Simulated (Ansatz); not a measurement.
Reaction (atomization): `[AlH2][CH2]Cl` → Al• + C• + Cl• + 4 H•

Program: Ansatz. Geometries: PBE0-D4/def2-TZVP. ΔE: electronic, gas phase. CCSD(T)/CBS adds triple-zeta CCSD(T) − MP2 to the extrapolated MP2 energy (def2 sets, frozen cores). This one scheme is used for every species, atoms too. Functionals use def2-TZVPP. Open shells (•) are unrestricted, without spin–orbit coupling. Spin–orbit coupling would lower the free atoms: a little for Al, C, Cl.

`[AlH2][CH2]Cl`:

Z-matrix (Å, degrees):
```
C
Cl 1 1.792
Al 1 1.969 2 111.8
H 1 1.093 2 107.1 3 -123.2
H 1 1.093 2 107.2 3 123.2
H 3 1.589 1 117.2 2 178.6
H 3 1.580 1 120.8 2 -1.4
```

```csv
level,ΔE (kJ/mol)
LDA (SPW92),2317.1
SCS-MP2/def2-TZVPP,2029.0
```

(1) What does CCSD(T)/CBS give? (Best estimate.)

Largest T1 diagnostic among the species: 0.018.

## Answers

(1) Computed: +2068.3 kJ/mol. The listed levels differ from it by 248.8, -39.3 kJ/mol.

At CCSD(T), def2-SVP lies −123.7 kJ/mol from the extrapolated value and def2-TZVPP −55.6 kJ/mol: correlation converges slowly with the basis, and small sets miss more of it in the bonded molecule than in its fragments. From BLYP to BHLYP (50 % exact exchange), in def2-TZVPP and without D4, ΔE moves by −11.7 kJ/mol: exact exchange takes away binding that semilocal exchange gives to molecules. Leaving LDA and LC-ωPBE aside and taking each functional with its dispersion term where it has one, the values, not all of them listed here, spread over 79.6 kJ/mol, from BHLYP-D4 to B97M-V. LDA lies +255.3 kJ/mol from PBE without D4, its usual overbinding.

For atomizations the MP2-based limit and the directly extrapolated one differ by several kJ/mol either way, and by 10 to 25 for some Ge, Se and Sn compounds, so smaller differences from it don't rank the levels.
